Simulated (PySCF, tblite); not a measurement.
# C4H5FO: bond homolysis, EPR parameters, part 3 of 3

tblite 0.8.0 and PySCF 2.14.0. Atoms count from 0. The steps go on from the part before.

### Step 22. Bond homolysis: M06-2X/def2-TZVP

This step combines the energies above: geometries from GFN2-xTB, zero-point and thermal terms from GFN2-xTB.

The job: settings as JSON, then the geometry in Å.

```
{"job": {"kind": "bd", "cap": 8, "level": {"xc": "M06-2X", "basis": "def2-TZVP", "grid": 3}}, "charge": 0, "multiplicity": 1}
F      1.919977    -0.583957    -0.752395
C      1.070265    -0.271905     0.292669
C      0.207919     0.941711    -0.089926
C     -1.128119     0.284892    -0.297570
C     -1.028870    -0.989887     0.044758
O      0.217519    -1.351158     0.497445
H      1.721483    -0.136995     1.164341
H      0.181272     1.690460     0.703238
H      0.596777     1.406186    -0.996574
H     -1.993094     0.796832    -0.664674
H     -1.754280    -1.780837     0.046761
```

Output (the driver's rows laid out field by field):

```text
homolysis bond by bond, M06-2X/def2-TZVP // GFN2-xTB

row 1
  atoms                   3 9
  elements                C H
  length                  1.0701
  fragments               formula C4H4FO, charge 0, multiplicity 2, smiles F[C@H]1C[C]=CO1, kept yes, pieces 1, point_group C1, largest_spin C 1.042; formula H, charge 0, multiplicity 2, smiles [H], kept yes, pieces 1
  electronic              518.99
  zero_kelvin             486.22
  enthalpy                492.58
  free_energy             456.4

row 2
  atoms                   0 1
  elements                F C
  length                  1.3826
  fragments               formula F, charge 0, multiplicity 2, smiles [F], kept yes, pieces 1; formula C4H5O, charge 0, multiplicity 2, smiles [CH]1CC=CO1, kept yes, pieces 1, point_group C1, largest_spin C 0.847
  electronic              498.31
  zero_kelvin             481.16
  enthalpy                486.44
  free_energy             441.15

row 3
  atoms                   4 10
  elements                C H
  length                  1.0732
  fragments               formula C4H4FO, charge 0, multiplicity 2, smiles F[C@H]1CC=[C]O1, kept yes, pieces 1, point_group C1, largest_spin C 0.988; formula H, charge 0, multiplicity 2, smiles [H], kept yes, pieces 1
  electronic              511.36
  zero_kelvin             477.93
  enthalpy                484.19
  free_energy             448.26

row 4
  atoms                   1 6
  elements                C H
  length                  1.0964
  fragments               formula C4H4FO, charge 0, multiplicity 2, smiles F[C]1CC=CO1, kept yes, pieces 1, point_group C1, largest_spin C 0.803; formula H, charge 0, multiplicity 2, smiles [H], kept yes, pieces 1
  electronic              442.25
  zero_kelvin             408.17
  enthalpy                414.4
  free_energy             378.66

row 5
  atoms                   2 7
  elements                C H
  length                  1.0911
  fragments               formula C4H4FO, charge 0, multiplicity 2, smiles F[C@H]1[CH]C=CO1, kept yes, pieces 1, point_group C1, largest_spin C 0.538; formula H, charge 0, multiplicity 2, smiles [H], kept yes, pieces 1
  electronic              381.71
  zero_kelvin             346.69
  enthalpy                352.86
  free_energy             317.4
```

Run time: 11 min. Hardware: 1 thread of Intel Xeon at 2.50GHz, shared host; peak memory 0.8 GiB.

Dissociation energies (kJ/mol, gas phase, 298 K for the thermal columns):

| bond | fragments | electronic | enthalpy | free energy |
| --- | --- | --- | --- | --- |
| C3–H9 | F[C@H]1C[C]=CO1 + [H] | 519.0 | 492.6 | 456.4 |
| F0–C1 | [F] + [CH]1CC=CO1 | 498.3 | 486.4 | 441.1 |
| C4–H10 | F[C@H]1CC=[C]O1 + [H] | 511.4 | 484.2 | 448.3 |
| C1–H6 | F[C]1CC=CO1 + [H] | 442.2 | 414.4 | 378.7 |
| C2–H7 | F[C@H]1[CH]C=CO1 + [H] | 381.7 | 352.9 | 317.4 |

### Step 23. EPR parameters (C₄H₄FO radical, F[C@H]1[CH]C=CO1): UKS B3LYP, pcH-1 on C F H O

The job: settings as JSON, then the geometry in Å.

```
{"job": {"kind": "epr", "basis": "pcH-1"}, "charge": 0, "multiplicity": 2}
F      1.999308    -0.735759    -0.748789
C      1.067802    -0.305703     0.196347
C      0.199311     0.783217    -0.333303
C     -1.078130     0.271925    -0.396163
C     -1.040433    -1.018446     0.093357
O      0.212450    -1.370850     0.486461
H      1.678703    -0.055737     1.079221
H      0.568089     1.736494    -0.644723
H     -1.953351     0.774570    -0.755974
H     -1.806406    -1.755520     0.223346
```

Method: UKS B3LYP, pcH-1 on C F H O, non-relativistic, mean-field spin-orbit, GIAO.

Standard output:

```text
UKS, coarse grid
  cycle   1  E = -329.75391862  |g| = 5.22e-01
  cycle   2  E = -329.64619701  |g| = 7.99e-01
  cycle   3  E = -329.84575321  |g| = 7.00e-02
  cycle   4  E = -329.84730103  |g| = 3.95e-02
  cycle   5  E = -329.84805557  |g| = 1.38e-02
  cycle   6  E = -329.84815397  |g| = 5.86e-03
  cycle   7  E = -329.84818318  |g| = 2.41e-03
  cycle   8  E = -329.84818957  |g| = 1.33e-03
  cycle   9  E = -329.84819096  |g| = 2.37e-04
UKS, final grid
  cycle   1  E = -329.84808099  |g| = 3.10e-04
  cycle   2  E = -329.84808093  |g| = 4.78e-04
  cycle   3  E = -329.84808104  |g| = 4.42e-05
  cycle   4  E = -329.84808104  |g| = 1.54e-05
E = -329.84808104 Eh   <S^2> = 0.7702 (exact 0.7500)
g shifts (ppm)      1          2          3
  rmc          -182       -182       -182
  gc             13         43         57
  oz_so        -580        824       1189
  total        -749        685       1064
hyperfine (MHz)  atom isotope    a_iso     a_fc   dipolar eigenvalues
    0   19F     336.61     336.61    -84.48    -83.75    168.23
    1   13C      -9.78      -9.78     -2.15     -0.34      2.50
    2   13C      50.33      50.33    -47.44    -45.46     92.90
    3   13C     -39.42     -39.42    -22.15     10.22     11.93
    4   13C      52.13      52.13    -49.55    -47.39     96.94
    5   17O     -11.58     -11.58    -31.59     14.67     16.92
    6    1H      60.63      60.63     -2.85     -1.37      4.21
    7    1H     -39.82     -39.82    -23.25     -0.55     23.80
    8    1H       7.71       7.71     -4.41      0.03      4.38
    9    1H     -42.32     -42.32    -23.76     -0.90     24.66
```

It took 1.9 min on 1 thread of Intel Xeon at 2.50GHz, shared host; peak memory 0.69 GiB.

Principal g values 2.00157, 2.00300, 2.00338; g(iso) = 2.00265, against 2.00232 for a free electron.

Hyperfine couplings, nucleus by nucleus at this fixed geometry (no averaging over rotations):

| nuclei | isotope | a(iso) (MHz) | a(iso) (G, at g = 2.0023) | largest dipolar term (MHz) |
| --- | --- | --- | --- | --- |
| F0 | 19F | 336.6 | 120.1 | 168.2 |
| H6 | 1H | 60.6 | 21.6 | 4.2 |
| C4 | 13C | 52.1 | 18.6 | 96.9 |
| C2 | 13C | 50.3 | 18.0 | 92.9 |
| H9 | 1H | -42.3 | -15.1 | 24.7 |
| H7 | 1H | -39.8 | -14.2 | 23.8 |
| C3 | 13C | -39.4 | -14.1 | -22.1 |
| O5 | 17O | -11.6 | -4.1 | -31.6 |
| C1 | 13C | -9.8 | -3.5 | 2.5 |
| H8 | 1H | 7.7 | 2.8 | -4.4 |

Mulliken spin populations:

| atom | value (e) |
| --- | --- |
| F0 | 0.03 |
| C1 | -0.01 |
| C2 | 0.59 |
| C3 | -0.20 |
| C4 | 0.56 |
| O5 | 0.05 |
| H6 | 0.03 |
| H7 | -0.02 |
| H8 | 0.01 |
| H9 | -0.03 |

In first order the couplings over 0.8 MHz of 19F, 1H give 32 distinct lines over 173.8 G.

### Step 24. Spectra of the species

The job: settings as JSON, then the geometry in Å.

```
{"job": {"kind": "bd", "cap": 8, "level": {"xc": "M06-2X", "basis": "def2-TZVP", "grid": 3}, "spectra": true}, "charge": 0, "multiplicity": 1}
F      1.919977    -0.583957    -0.752395
C      1.070265    -0.271905     0.292669
C      0.207919     0.941711    -0.089926
C     -1.128119     0.284892    -0.297570
C     -1.028870    -0.989887     0.044758
O      0.217519    -1.351158     0.497445
H      1.721483    -0.136995     1.164341
H      0.181272     1.690460     0.703238
H      0.596777     1.406186    -0.996574
H     -1.993094     0.796832    -0.664674
H     -1.754280    -1.780837     0.046761
```

Standard output:

```text
epr F[C@H]1[CH]C=CO1 +0: UKS B3LYP, pcH-1 on C F H O, non-relativistic, mean-field spin-orbit, GIAO
```

Wall time 1.9 min (1 thread of Intel Xeon at 2.50GHz, shared host); peak memory 0.69 GiB.

This step only lists the spectra that were run on the species above.

### Step 25. Outcome

What follows sums up all 3 parts.

| quantity | value |
| --- | --- |
| strongest single infrared mode (GFN2-xTB) | 985 cm⁻¹, 75 km/mol |
| zero-point energy (GFN2-xTB) | 51.7 kcal/mol |
| bond enthalpy (ΔH), C3–H9 (M06-2X/def2-TZVP) | 492.6 kJ/mol |
| bond enthalpy (ΔH), F0–C1 (M06-2X/def2-TZVP) | 486.4 kJ/mol |
| bond enthalpy (ΔH), C4–H10 (M06-2X/def2-TZVP) | 484.2 kJ/mol |
| bond enthalpy (ΔH), C1–H6 (M06-2X/def2-TZVP) | 414.4 kJ/mol |
| bond enthalpy (ΔH), C2–H7 (M06-2X/def2-TZVP) | 352.9 kJ/mol |

No mode is imaginary among the 27: a minimum at this level. The strongest single mode, at 985 cm⁻¹, is spread over many atoms; the largest shares are those of H9, C2. Unscaled tight-binding wavenumbers are off by several per cent, some by more. Its intensities can rank the bands wrongly. At M06-2X/def2-TZVP the bond enthalpy (ΔH) runs from 352.9 kJ/mol (C2–H7) to 492.6 kJ/mol (C3–H9).
